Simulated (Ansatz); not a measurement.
The input, for Ansatz 0.2.0:

```yaml
crystal:
  periodic: [false, false, false]
  atoms:
    - {symbol: B, position_ang: [0.000000, 0.000000, 0.029237]}
    - {symbol: B, position_ang: [0.000000, 0.000000, -1.493475]}
    - {symbol: H, position_ang: [0.000000, 0.000000, 1.464237]}
basis:
  gaussian: {orbitals: def2-mTZVP}
magnetization: {spin_polarized: false, initial_magnetization: 1}
hamiltonian: {pseudopotentials: {relativity: scalar}}
correlation: {method: sc_nevpt2, electrons: outside_noble_gas, active_space: {window: {electrons: 3, orbitals: 3}, states: [{multiplicity: 2, weights: [1, 1]}, {multiplicity: 4, weights: [1]}]}}
```

```sh
$ ansatz run in.yaml --threads 1 --pin off --events-out ev --progress --plain --max-ram 2393MiB
```

**Question.** Roughly how long does this take on 1 thread of Arm Neoverse V1, shared host, and how much host memory?

**Answer.** 1.1 s wall and 0.16 GiB.

```
674 factors; integrals over basis functions are off by at most 1.7e-7 eV
mean field evaluation 1: about -1351.7614 eV, gradient 1.1e1 eV
mean field evaluation 2: about -1351.7635 eV, gradient 1.1e1 eV
mean field evaluation 4: about -1352.7496 eV, gradient 1.4e0 eV
mean field evaluation 8: about -1352.7834 eV, gradient 3.4e-4 eV
mean field evaluation 16: about -1351.0243 eV, gradient 1.0e-1 eV
mean field evaluation 32: about -1350.6618 eV, gradient 8.4e0 eV
mean field evaluation 64: about -1353.0080 eV, gradient 6.3e-2 eV
mean field evaluation 96: about -1351.0205 eV, gradient 7.0e-1 eV
mean field evaluation 128: about -1351.0282 eV, gradient 1.2e-1 eV
mean field -1353.00821363 eV, -49.7221347490 hartree, gradient 2.1e-6 eV, S^2 0.750000; 15 other end points of the search recorded, 0 dependent functions left out
reference -1353.00821363 eV, -49.7221347490 hartree; 6, 5 occupied and 35, 36 virtual orbitals, 674 factors
state -1353.41731355 eV, -49.7371688937 hartree
state -1353.41731355 eV, -49.7371688937 hartree
state -1353.41731355 eV, -49.7371688937 hartree; corrected -1356.31835720 eV, -49.8437802815 hartree
state -1353.41731355 eV, -49.7371688937 hartree; corrected -1356.31835720 eV, -49.8437802815 hartree
state -1354.83622844 eV, -49.7893130541 hartree
state -1354.83622844 eV, -49.7893130541 hartree; corrected -1357.53115442 eV, -49.8883497574 hartree
Total energy: -1356.72262294 eV, -49.8586367735 hartree
Relativity: scalar
```

The active space holds one configuration alone, so it describes no static correlation.

Natural occupations, averaged over the states: 1.0000 1.0000 1.0000.

The total printed last is the weighted mean of the 3 states, 0.809 eV above the lowest of them, and is no single state's energy.
